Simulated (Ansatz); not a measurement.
Take Au in the fcc (Cu type) structure (space group Fm-3m, No. 225; a = 4.157 Å) as the base.

All numbers come from Ansatz (a quantum-chemistry and plane-wave program) PBE, scalar-relativistic without spin-orbit coupling.

It is then changed as follows: full substitution Au → Cu, then cell and atoms are relaxed.

Measured lattice parameter a: Au 4.062 Å (static lattice; corrected from measurement; as listed in Daniel Mejia-Rodriguez, S. B. Trickey, Phys. Rev. B (2018)); Cu 3.595 Å (static lattice; corrected from measurement; as listed in Gábor I. Csonka et al., Physical Review B (2009)).

How well does PBE reproduce the measured shift?

With PBE the lattice parameter a moves by -0.527 Å (4.157 → 3.630) against -0.467 Å measured.

No phonon test of stability was made. All final runs are without spin polarisation.
